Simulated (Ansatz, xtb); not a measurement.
# A geometry optimisation of CH4BF with r2SCAN-D4/def2-SVP

The starting geometry of this gas-phase singlet was built from a drawn formula by distance geometry and a force field; its bonds are those of `[CH2+][BH2-]F`.

| atom | x (Å) | y (Å) | z (Å) |
| --- | --- | --- | --- |
| C | -0.3327 | -1.3599 | -0.1203 |
| B | -0.0259 | -2.5439 | 0.8466 |
| F | -0.7276 | -3.7528 | 0.3989 |
| H | -0.9465 | -1.4698 | -0.9495 |
| H | 0.1511 | -0.4039 | 0.1063 |
| H | 1.1953 | -2.7809 | 0.8675 |
| H | -0.3662 | -2.2995 | 1.9557 |

Q: Predict what it relaxes into with r2SCAN-D4/def2-SVP.

A: It rearranges to `CBF`. Contacts that open: B2–H6 (1.24 → 2.19 Å). Contacts that close: C1–H6 (2.31 → 1.10 Å).

The energy falls by 3.43 eV over 24 steps:

```csv
step,E − E(last) (eV)
1,3.429
4,2.783
6,2.348
9,0.497
11,0.103
14,0.003
16,0.001
19,0.000
21,0.000
24,0.000
```

Final geometry (Å):

| atom | x (Å) | y (Å) | z (Å) |
| --- | --- | --- | --- |
| C | 0.0586 | -1.6177 | -0.0162 |
| B | -0.4122 | -2.6753 | 1.0253 |
| F | -1.2352 | -3.6571 | 0.6671 |
| H | -0.3527 | -1.7671 | -1.0252 |
| H | -0.2061 | -0.6054 | 0.3369 |
| H | 1.1618 | -1.6202 | -0.0717 |
| H | -0.0667 | -2.6680 | 2.1890 |

From the same start GFN2-xTB reaches the same bonding as this run.

The end wasn't checked by frequencies. Run with Ansatz 0.2.0, 25 s on 2 threads of Arm Neoverse V1, on a shared host.
